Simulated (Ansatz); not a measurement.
# H2O⁺, doublet: the ladder up to full CI

Geometry: that of the H2O, singlet, kept fixed.

```xyz
3

O     0.0000   -0.0653    0.0000
H     0.0000    0.5184   -0.7615
H     0.0000    0.5184    0.7615
```

Basis cc-pVDZ; Ansatz 0.2.0. Correlated methods freeze the noble-gas cores, which leaves 7 electrons in 23 orbitals. Prefix R: restricted or restricted open-shell reference; prefix U: unrestricted. Active spaces: valence = (7e, 6o) chosen from the atoms' valence shells.

Full CI is exact within this basis and frozen core; it isn't the basis-set limit. The frozen core follows each run's orbitals, which can shift R against U totals by a few meV.

For open shells CISD and CISDTQ are restricted-active-space CI with the open shells as a complete middle space.

The UHF ⟨S²⟩ is 0.756. The T1 diagnostic (RCCSD) is 0.0124. The largest doubles amplitude (RCCSD) is 0.034 and the T1 diagnostic (UCCSD) is 0.0067.

```csv
level,E − E(full CI) (kJ/mol),share of correlation (%),wall time
RHF,458.9,0.00,–
UHF,447.1,2.59,–
RMP2,50.4,89.03,–
UMP2,50.4,89.02,–
CISD,18.9,95.89,0.36 s
RCCSD,6.8,98.52,–
UCCSD,6.6,98.56,–
RCCSD(T),1.1,99.75,0.45 s
UCCSD(T),1.1,99.77,0.45 s
BCCD(T),1.2,99.75,0.39 s
RCCSDT,0.5,99.88,–
UCCSDT,0.5,99.90,–
CISDTQ,0.3,99.94,3.5 s
RCCSDT(Q),0.0,100.00,2.3 s
UCCSDT(Q),-0.1,100.01,2 s
CASSCF (valence space),320.8,30.09,–
NEVPT2 (valence space),50.9,88.92,0.15 s
MRCISD (valence space),8.9,98.07,–
MRCISD+Q (valence space),0.0,100.00,0.39 s
MRCISD+Q(relaxed) (valence space),-1.3,100.29,0.48 s
```

The correlation energy at full CI, counted from RHF, is -4.756 eV. That run took 23 s on 1 thread of Intel Xeon 6975P-C, shared host over 3,920,760 determinants.

Times hold each run's SCF and search for its determinant on a shared host, so for small cases they say little of a method's own cost; they ran on 1 thread of Intel Xeon 6975P-C.

Not variational, and here over 5 meV under the exact energy: MRCISD+Q(relaxed) (valence space).

The full-CI state has the irrep B1 of C2v, in the program's axes.

Natural occupations of full CI about the gap: 1.981 1.969 1.966 0.994 0.025 0.022 0.010 0.007 0.005 0.005; effectively unpaired electrons, Σ n²(2−n)², 1.01.
